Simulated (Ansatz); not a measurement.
We consider tetradymite Bi₂Te₃, described by LDA (PAW; Ansatz, an electronic-structure program).

Numerical settings: plane-wave cutoff 520 eV, 10×10×10 k mesh, Fermi–Dirac smearing 0.01 eV, scalar-relativistic PAW data made under PBE.

Energies at three volumes about the minimum:

```tsv
V (Å³/atom)	E − E_lowest (meV/atom)
32.030	1.80
32.684	0.00
33.338	1.57
```

Question: Fit a parabola by hand: where is the minimum, and what is the bulk modulus?

Answer: Slopes: (0.00 − 1.80)/(32.684 − 32.030) = -2.752 and (1.57 − 0.00)/(33.338 − 32.684) = 2.401 meV/Å³. Curvature E″ = 2 × (2.401 − (-2.752))/(33.338 − 32.030) = 7.879 meV/Å⁶. From the middle of the first interval, the slope vanishes at V0 = 32.3570 − (-2.752)/7.879 = 32.706 Å³/atom. B = V0 E″ = 32.706 × 7.879 meV/Å³ × 0.1602 GPa per meV/Å³ = 41.3 GPa. The full Birch–Murnaghan fit to all volumes gives V0 = 32.685 Å³/atom and B0 = 40.8 GPa.

Shape and atoms are relaxed at each volume.

Measured, for comparison: bulk modulus 37 GPa (temperature not stated, not corrected to a static lattice, sources range from 32.5 to 39.5; as tabulated in Toher et al. (2017), arXiv:1611.05714). Computed less measured: bulk modulus +10 % (against room or unstated temperature, where such soft solids are markedly softer).
